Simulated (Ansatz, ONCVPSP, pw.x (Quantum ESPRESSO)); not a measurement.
**pw.x on fcc Nb: one setting changed**

Potential: optimised norm-conserving Vanderbilt (ONCV), ONCVPSP 4.0.1.1 (patched build), LDA (Perdew-Wang 92); core [Ar] 3d10, reference 4s2 4p6 4d4 5s1; waves: 4s+5s: rc 2.25 bohr, ncon 3, nbas 7, qcut 4.8 1/bohr, 2 projectors; 4p: rc 1.50 bohr, ncon 4, nbas 8, qcut 8.7 1/bohr, 2 projectors, debl 1.6 Ha; 4d: rc 2.35 bohr, ncon 4, nbas 9, qcut 6.5 1/bohr, 2 projectors, debl 0.6 Ha; local part: polynomial inside 1.45 bohr (lpopt 5, dvloc0 0 Ha); core correction: Teter function, fcfact 3, rcfact 1.7.

The reference run (k-mesh 14³, cutoffs 75/300 Ry, Fermi–Dirac 0.01 Ry, mixing_beta 0.4, conv_thr 1e-9, no spin) gives 0.86 GPa at 17.697 Å³/atom, where all-electron LAPW gives 0.54 GPa. This run, with its own iteration cap, changes nosym to true.

```
&control
  calculation='scf', prefix='x', pseudo_dir='./', outdir='./tmp', tstress=.true., disk_io='none'
/
&system
  ibrav=0, nat=1, ntyp=1, ecutwfc=75, ecutrho=300, nbnd=14,
  occupations='smearing', smearing='fd', degauss=0.01, nosym=.true.
/
&electrons
  conv_thr=1e-09, mixing_beta=0.4, electron_maxstep=50
/
ATOMIC_SPECIES
Nb 1.0 Nb.UPF
CELL_PARAMETERS angstrom
  0.00000000 2.06834613 2.06834613
  2.06834613 0.00000000 2.06834613
  2.06834613 2.06834613 0.00000000
ATOMIC_POSITIONS crystal
Nb 0.0000 0.0000 0.0000
K_POINTS automatic
14 14 14 0 0 0
```

```bash
pw.x < Nb.scf.in > Nb.scf.out
```

**Question.** How does the run end?

**Answer.** It converges in 8 iterations; the free energy moves by +0.0 meV/atom and the pressure by +0.00 GPa. The result is that of the reference run.

```
lattice parameter (alat)  =       5.5276  a.u.
     unit-cell volume          =     119.4253 (a.u.)^3
     number of electrons       =        13.00
     number of Kohn-Sham states=           14
     kinetic-energy cutoff     =      75.0000  Ry
     charge density cutoff     =     300.0000  Ry
     scf convergence threshold =      1.0E-09
     Exchange-correlation= SLA  PW   NOGX NOGC
     number of k points=  1376  Fermi-Dirac smearing, width (Ry)=  0.0100
     iteration #  1     ecut=    75.00 Ry     beta= 0.40
     total energy              =    -122.97310344 Ry
     estimated scf accuracy    <       0.08456340 Ry
     iteration #  2     ecut=    75.00 Ry     beta= 0.40
     total energy              =    -122.97491718 Ry
     estimated scf accuracy    <       0.01041976 Ry
     iteration #  3     ecut=    75.00 Ry     beta= 0.40
     total energy              =    -122.97617264 Ry
     estimated scf accuracy    <       0.00055126 Ry
     [... 2 iterations left out ...]
     iteration #  6     ecut=    75.00 Ry     beta= 0.40
     total energy              =    -122.97622231 Ry
     estimated scf accuracy    <       0.00000002 Ry
     iteration #  7     ecut=    75.00 Ry     beta= 0.40
     total energy              =    -122.97622231 Ry
     estimated scf accuracy    <          4.3E-09 Ry
     iteration #  8     ecut=    75.00 Ry     beta= 0.40
     the Fermi energy is    18.3234 ev
!    total energy              =    -122.97622231 Ry
     estimated scf accuracy    <          2.6E-10 Ry
     smearing contrib. (-TS)   =      -0.00650298 Ry
     The total energy is F=E-TS. E is the sum of the following terms:
     one-electron contribution =     -15.38956860 Ry
     hartree contribution      =      15.30054647 Ry
     xc contribution           =     -23.76078716 Ry
     ewald contribution        =     -99.11991004 Ry
     convergence has been achieved in   8 iterations
          total   stress  (Ry/bohr**3)                   (kbar)     P=        8.58
     Message from routine punch:
     Nothing written, as per user request (disk_io='none')
```

The run took about 2.3 min on one core of a shared host (Intel(R) Xeon(R) 6975P-C, 192 threads, 378 GiB, load 86).
